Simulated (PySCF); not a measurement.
Species: C3HO (doublet state).
Atom-mapped SMILES: `[CH:1]=[C:2]=[C:3]=[O:4]` (hydrogens: H5 on C1)

Theory: UKS B3LYP, pcH-1 on C H O, non-relativistic, mean-field spin-orbit, GIAO (PySCF). Isolated species at its GFN2-xTB geometry, gas phase. A GFN2-xTB geometry isn't a minimum of the functional, and hyperfine couplings can be far from their values at a DFT geometry.

Output of the driver script. The program numbers atoms from 0.

```
UKS, coarse grid
  cycle   1  E = -189.92663345  |g| = 4.83e-01
  cycle   2  E = -189.51554505  |g| = 1.14e+00
  cycle   3  E = -189.99830695  |g| = 1.78e-01
  cycle   4  E = -190.01195866  |g| = 8.34e-02
  cycle   5  E = -190.01493923  |g| = 4.41e-02
  cycle   6  E = -190.01593625  |g| = 7.99e-03
  cycle   7  E = -190.01598044  |g| = 2.35e-03
  cycle   8  E = -190.01599121  |g| = 1.05e-03
  cycle   9  E = -190.01599373  |g| = 3.50e-04
UKS, final grid
  cycle   1  E = -190.01599150  |g| = 2.88e-04
  cycle   2  E = -190.01599157  |g| = 5.48e-04
  cycle   3  E = -190.01599173  |g| = 1.36e-04
  cycle   4  E = -190.01599184  |g| = 7.74e-05
  cycle   5  E = -190.01599184  |g| = 2.93e-05
internal stability: stable
E = -190.01599184 Eh   <S^2> = 0.7618 (exact 0.7500)
g shifts (ppm)      1          2          3
  rmc          -196       -196       -196
  gc             47         -5         34
  oz_so      -90890        -99       2128
  total      -91039       -299       1966
hyperfine (MHz)  atom isotope    a_iso     a_fc   dipolar eigenvalues
    0   13C      53.66      53.66    -51.81    -42.99     94.80
    1   13C     -59.31     -59.31     -6.90     -6.83     13.73
    2   13C      19.32      19.32    -38.22    -34.57     72.79
    3   17O     -19.03     -19.03    -81.83     38.82     43.01
    4    1H     -51.44     -51.44    -24.74      0.78     23.97
```

**Question.** Can this result be taken as it stands? Point to the evidence in the output.

**Answer.** No. The species is linear, yet the g tensor isn't that of a Σ state, which would be axial with no orbital-Zeeman term along the axis. Here the shifts are -91039, -299, 1966 ppm, with orbital-Zeeman/spin–orbit parts of -90890, -99, 2128 ppm. That is what a determinant gives that fills the components of a degenerate π or δ shell unevenly. Such a state carries orbital angular momentum about the axis, which this second-order treatment can't describe.
